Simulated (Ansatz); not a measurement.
# CH₂ClFO: ionisation energy by level of theory

One table from this session's results is given with a row withheld; the runs are named, their logs left out.

The runs use Ansatz 0.2.0, Gaussian basis; unrestricted cation, the program's frozen cores in correlated methods.

The runs, in order: UKS PBE-D4/def2-TZVPP; UKS r2SCAN-D4/def2-TZVPP; UKS PBE0-D4/def2-TZVPP; UKS B3LYP-D4/def2-TZVPP; UKS wB97X-V/def2-TZVPP; UKS wB97M-V/def2-TZVPP; UKS B2PLYP/def2-TZVPP; UHF-CCSD(T)/def2-TZVPP; UHF-MP2/def2-QZVPP; extrapolation to the limit; then −ε(HOMO) from the neutral's earlier runs with LDA (SPW92), PBE-D4, revPBE-D4, BLYP-D4, r2SCAN-D4, B97M-V, PBE0-D4, B3LYP-D4, r2SCANh-D4, r2SCAN0-D4, HSE06-D4, BHLYP-D4, CAM-B3LYP-D4, LC-ωPBE, ωB97X-V, ωB97M-V.

**The geometry**

The geometry comes from an earlier relaxation with PBE0-D4 in a triple-zeta def2 set; it is a stationary point.

SMILES `OC(F)Cl`, 6 atoms, charge 0, spin multiplicity 1.

Atoms are counted from 1 here; the program's logs count them from 0.

Bond lengths: O1–C2 1.346 Å, O1–H5 0.965 Å, C2–F3 1.357 Å, C2–Cl4 1.794 Å, C2–H6 1.088 Å. Angles: C2–O1–H5 109.3°, O1–C2–F3 111.5°, O1–C2–Cl4 112.4°, O1–C2–H6 109.1°, F3–C2–Cl4 106.8°, F3–C2–H6 109.3°, Cl4–C2–H6 107.6°.

Set-up of the first run:

Input file in.yaml:

```yaml
crystal:
  periodic: [false, false, false]
  atoms:
    - {symbol: O, position_ang: [0.504013, 0.977058, -0.218336]}
    - {symbol: C, position_ang: [0.086605, -0.212692, 0.253836]}
    - {symbol: F, position_ang: [0.593105, -1.241066, -0.471904]}
    - {symbol: Cl, position_ang: [-1.699426, -0.378660, 0.209471]}
    - {symbol: H, position_ang: [0.156415, 1.106978, -1.109436]}
    - {symbol: H, position_ang: [0.401389, -0.315517, 1.290269]}
basis:
  gaussian: {orbitals: def2-TZVPP}
total_charge: 1
magnetization: {spin_polarized: true, initial_magnetization: 1}
hamiltonian: {xc: pbe, dispersion: d4}
```

On the command line:

```sh
$ ansatz run in.yaml --threads 2 --pin off --events-out ev --progress --plain --max-ram 4352MiB
```

Steps of the session up to this table: Cation, UKS PBE-D4/def2-TZVPP; Cation, UKS r2SCAN-D4/def2-TZVPP; Cation, UKS PBE0-D4/def2-TZVPP; Cation, UKS B3LYP-D4/def2-TZVPP; Cation, UKS wB97X-V/def2-TZVPP; Cation, UKS wB97M-V/def2-TZVPP; Cation, UKS B2PLYP (frozen core)/def2-TZVPP; Cation, UHF-CCSD(T)/def2-TZVPP; Cation, UHF-MP2/def2-QZVPP.

One table of the session follows, with a row left open; its other results are not shown here.

Orbital estimates, from the neutral's runs:

```
  functional  −ε(HOMO) (eV)
 LDA (SPW92)           7.68
      PBE-D4           7.50
   revPBE-D4           7.44
     BLYP-D4           7.37
   r2SCAN-D4           7.89
      B97M-V           8.01
     PBE0-D4           9.08
    B3LYP-D4              ?
  r2SCANh-D4           8.47
  r2SCAN0-D4           9.34
    HSE06-D4           8.67
    BHLYP-D4          10.52
CAM-B3LYP-D4          10.54
     LC-ωPBE          11.97
     ωB97X-V          11.58
     ωB97M-V          11.43
```

Q: Estimate the row for B3LYP-D4 from the others.

Worked estimate for «−ε(HOMO) (eV)». Against the share of exact exchange, BLYP-D4 (0, 7.37), BHLYP-D4 (0.5, 10.52) give a slope of 6.30 per unit share; at 0.2 the line stands at 8.63.

**Answer.** −ε(HOMO) (eV): 8.80. In «−ε(HOMO) (eV)» the line misses by -0.17.
